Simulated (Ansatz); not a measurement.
**CHAlN (quartet): wave-function methods side by side at a displaced geometry (v1), cc-pVDZ**

One table from this session's results is given with a row withheld; the runs are named, their logs left out.

Program: Ansatz 0.2.0, Gaussian basis. Level of theory: cc-pVDZ, core rule «outside noble gas», up to 7 orbitals frozen. These are calculated values, not measurements.

Plan: UHF; CCSD(T) on ROHF; CCSD(T) on UHF; BCCD(T) on ROHF; CISD; CCSDT(Q) on ROHF; CCSDT(Q) on UHF.

21 further runs of the same task are left out: 9 that didn't finish, 12 set aside as unsound or not needed.

## What is computed

The geometry is a PBE0/def2-TZVP stationary point (not a proven minimum) with its atoms shifted at random (size 0.040 Å).

4 atoms, charge 0, spin multiplicity 4.

Atoms are counted from 1 here; the program's logs count them from 0.

Bond lengths: Al1–N2 1.828 Å, Al1–H4 1.567 Å, N2–C3 1.236 Å. Angles: N2–Al1–H4 111.1°, Al1–N2–C3 173.0°.

As a file:

```xyz
4

Al   -0.0092   -0.1168    1.1367
N    -0.0101    0.0768   -0.6806
C     0.0379    0.0658   -1.9153
H    -0.0649    1.2766    1.8516
```

Set-up of the first run:

File in.yaml:

```yaml
crystal:
  periodic: [false, false, false]
  atoms:
    - {symbol: Al, position_ang: [-0.009227, -0.116833, 1.136721]}
    - {symbol: N, position_ang: [-0.010060, 0.076779, -0.680564]}
    - {symbol: C, position_ang: [0.037904, 0.065788, -1.915321]}
    - {symbol: H, position_ang: [-0.064873, 1.276608, 1.851609]}
basis:
  gaussian: {orbitals: cc-pVDZ}
magnetization: {spin_polarized: true, initial_magnetization: 3}
hamiltonian: {xc: hf}
output: {orbitals: {seedname: orbitals}}
```

The run is started by

```bash
ansatz run in.yaml --threads 1 --pin off --events-out ev --progress --plain --max-ram 2393MiB
```

Steps of the session up to this table: UHF; CCSD(T) on ROHF; CCSD(T) on UHF; BCCD(T) on ROHF; CISD; CCSDT(Q) on ROHF; CCSDT(Q) on UHF.

One table of the session follows, with a row left open; its other results are not shown here.

| method | from RCCSDT(Q) (kcal/mol) |
| --- | --- |
| ROHF | ? |
| UHF | +203.98 |
| RMP2 | +30.95 |
| UMP2 | +38.48 |
| CISD | +34.63 |
| RCCSD | +12.06 |
| UCCSD | +11.48 |
| RCCSD(T) | +2.78 |
| UCCSD(T) | +3.14 |
| BCCD(T) | +2.48 |
| RCCSDT | +1.26 |
| UCCSDT | +1.23 |
| RCCSDT(Q) | 0 |
| UCCSDT(Q) | -0.02 |

Q: Estimate the row for ROHF from the others.

**Answer.** from RCCSDT(Q) (kcal/mol): +217.79. In the column «from RCCSDT(Q) (kcal/mol)» it is the highest.

Limits of these values: Warnings: spin contamination; large T1 diagnostic. Restricted and unrestricted rows rest on different reference determinants; where their highest levels disagree by more than a few hundredths of an eV, they describe different states and don't form one ladder.
